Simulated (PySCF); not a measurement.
# Working out the ionisation energy of C

C [He] 2s2 2p2 (3P) → C⁺ [He] 2s2 2p1 (2P). Calculation: PySCF 2.14, in aug-cc-pVDZ-DK (4s3p2d, 23 functions); the spin-free X2C one-electron Hamiltonian (Gaussian nucleus). Frozen: 1s2. Energies in hartree (1 hartree = 27.21139 eV):

```json
{"part": "UHF", "C (lower)": "-37.702689", "C⁺ (upper)": "-37.305352"}
{"part": "CCSD correlation", "C (lower)": "-0.075844", "C⁺ (upper)": "-0.067234"}
{"part": "(T)", "C (lower)": "-0.001260", "C⁺ (upper)": "-0.000685"}
```

Question: What does Hartree-Fock give?

Answer: (-37.305352) − (-37.702689) = 0.397337 hartree = 10.812 eV.

Question: What do CCSD and CCSD(T) give?

Answer: The CCSD correlation energies differ by 0.008610 hartree = 0.234 eV and the triples by 0.000575 hartree = 0.016 eV, so CCSD gives 11.046 eV and CCSD(T) 11.062 eV.

Measured between the centres of the two terms (NIST): 11.262 eV, so CCSD(T) (valence) is off by -0.200 eV.

A double-zeta basis recovers only part of the correlation energy.

What remains against the reference includes basis incompleteness, the frozen core and higher excitations.
